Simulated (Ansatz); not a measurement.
Species: CH5Si, charge 0, multiplicity 2. It need not be the lowest isomer of its formula. 
Structure (B3LYP-D3(BJ)/def2-TZVP (Ansatz, an electronic-structure program) minimum search):
```xyz
7

C     -0.0008     0.0642    -1.2011
Si     0.0002     0.0478     0.6809
H      0.0023    -0.9574    -1.5919
H     -0.8865     0.5712    -1.5864
H      0.8811     0.5770    -1.5873
H     -1.2107    -0.6263     1.2208
H      1.2161    -0.6184     1.2195
```
Charge 0, spin multiplicity 2.

Basis-set convergence of Hartree-Fock and CCSD correlation energies (hartree) with Ansatz. Valence correlation only, unless marked. Open shells are spin-unrestricted. Spin-orbit coupling is left out. Non-relativistic.

| basis | functions | E(HF) | E(corr, CCSD) |
|---|---|---|---|
| cc-pV(D+d)Z | 62 | -329.67780 | -0.27567 |
| cc-pV(T+d)Z | 139 | ? | ? |

Question: What belongs in the gaps?

Answer: 
- cc-pV(T+d)Z, E(HF): -329.70328
- cc-pV(T+d)Z, E(corr, CCSD): -0.32697
